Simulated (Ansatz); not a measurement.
Geometry optimisation, RHF/def2-TZVP (Ansatz 0.2.0).

input.yaml

```yaml
crystal:
  periodic: [false, false, false]
  atoms:
    - { symbol: C, position_ang: [-0.4855, 0.88284, -0.63851] }
    - { symbol: Mg, position_ang: [0.43759, -0.6468, 0.31363] }
    - { symbol: Cl, position_ang: [2.40698, -1.77912, 1.35586] }
    - { symbol: H, position_ang: [-1.23082, 0.29263, -1.24192] }
    - { symbol: H, position_ang: [-1.12824, 1.25045, 0.21094] }
total_charge: -1
basis:
  gaussian: { orbitals: def2-TZVP }
hamiltonian:
  xc: hf
relax:
  f_tol: 0.015
  max_steps: 40
output:
  orbitals: {}
```

Launched with:

```bash
$ ansatz run input.yaml --threads 2 --pin off --max-ram 3072MiB --backend cpu --events-out ev --progress --plain --runs-dir out
```

Question: Where does it end, and by what steps?

Answer: The forces met the threshold. The force dipped under the threshold on the way, but the program's further checks kept it going. Limits of this set-up: an anion without diffuse functions. After 8 steps the energy has fallen by 0.324 eV; C1 moved furthest, 0.29 Å.

```
step  energy less start (eV)  largest force component (eV/Å)  accepted
   0                  0.0000                           1.330       yes
   1                 -0.2135                           1.484       yes
   2                 -0.1030                           2.051        no
   3                 -0.3050                           0.303       yes
   4                 -0.3139                           0.427       yes
   5                 -0.3230                           0.089       yes
   6                 -0.3237                           0.027       yes
   7                 -0.3239                           0.006       yes
   8                 -0.3239                           0.007       yes
```

```xyz
5
Properties=species:S:1:pos:R:3
C -0.598 0.676 -0.475
Mg 0.564 -0.644 0.455
Cl 2.392 -1.795 1.261
H -1.179 0.371 -1.345
H -1.179 1.393 0.105
```

Run time: 6.3 s on 2 threads of INTEL(R) XEON(R) PLATINUM 8581C CPU @ 2.10GHz (Emerald Rapids), with other jobs on the host, peak memory 0.21 GiB.
